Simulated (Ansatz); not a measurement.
Program: Ansatz. Geometries: PBE0-D4/def2-TZVP. ΔE: electronic, gas phase. CCSD(T)/CBS adds triple-zeta CCSD(T) − MP2 to the extrapolated MP2 energy (def2 sets, frozen cores). This one scheme is used for every species, atoms too. Open shells (•) are unrestricted, without spin–orbit coupling. Spin–orbit coupling would lower the free atoms: a little for C, Cl, F, O. One conformer a species, not always the lowest.

Consider the atomization: `OC(F)(Cl)Cl` → C• + 2 Cl• + F• + H• + O•.

`OC(F)(Cl)Cl`:

Cartesian coordinates in Å:
```
O 0.240 -1.006 -0.504
C 0.064 0.069 0.280
F 0.573 -0.225 1.468
Cl -1.666 0.476 0.491
Cl 0.908 1.514 -0.355
H -0.120 -0.828 -1.380
```

```csv
species,MP2/def2-SVP energy (Eh)
`OC(F)(Cl)Cl`,-1132.04452
C•,-37.69532
Cl•,-459.42824
F•,-99.42243
H•,-0.49928
O•,-74.82140
```

Task: Work out ΔE.

Result: ΔE = 2 × (-459.42824) + (-37.69532) + (-99.42243) + (-0.49928) + (-74.82140) − (-1132.04452) = 0.74961 Eh = +470.4 kcal/mol. CCSD(T)/CBS gives +486.0 kcal/mol.

Largest T1 diagnostic among the species: 0.011.

In def2-TZVPP, CCSD(T) changes the Hartree–Fock value by +165.3 kcal/mol (the triples alone add +14.6 kcal/mol) and MP2 by +191.9 kcal/mol; breaking electron pairs costs correlation energy, which Hartree–Fock lacks. From r2SCAN to r2SCAN0 (25 % exact exchange), in def2-TZVPP and without D4, ΔE moves by −19.4 kcal/mol: exact exchange takes away binding that semilocal exchange gives to molecules. The D4 term adds +5.7 kcal/mol with B3LYP and +2.9 kcal/mol with PBE0; it sums over pairs of atoms, weighted by their polarisabilities, and B3LYP, whose exchange is more repulsive, gets the larger term.

B3LYP here is the variant with VWN-RPA as its local correlation; programs differ in this.

For atomizations the MP2-based limit and the directly extrapolated one differ by several kJ/mol either way, and by 10 to 25 for some Ge, Se and Sn compounds, so smaller differences from it don't rank the levels.
